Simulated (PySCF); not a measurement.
The numbers are results of PBE-D3(BJ)/def2-TZVP // B3LYP-D3(BJ)/def2-TZVP run with PySCF, not measurements. Isolated molecules, 0 K electronic values unless said otherwise. One relaxed conformer stands for a flexible species; it need not be the lowest. Excitations are Tamm–Dancoff values on a coarser integration grid. The basis has no diffuse functions, so Rydberg states are missing or too high.

Reference species (SMILES): `C=C` (neutral, multiplicity 1).

* **brightest of the four lowest singlets (TDA)**: 8.50 eV
* **HOMO–LUMO gap**: 5.82 eV

Changed species: `BC=C` (X = boryl; the reference has X = H).

### Question
Give the shifts of the brightest of the four lowest singlets (TDA) and HOMO–LUMO gap.

### Answer
the brightest of the four lowest singlets (TDA) drops by 2.38 eV, to 6.12 eV; the HOMO–LUMO gap drops by 1.45 eV, to 4.37 eV.
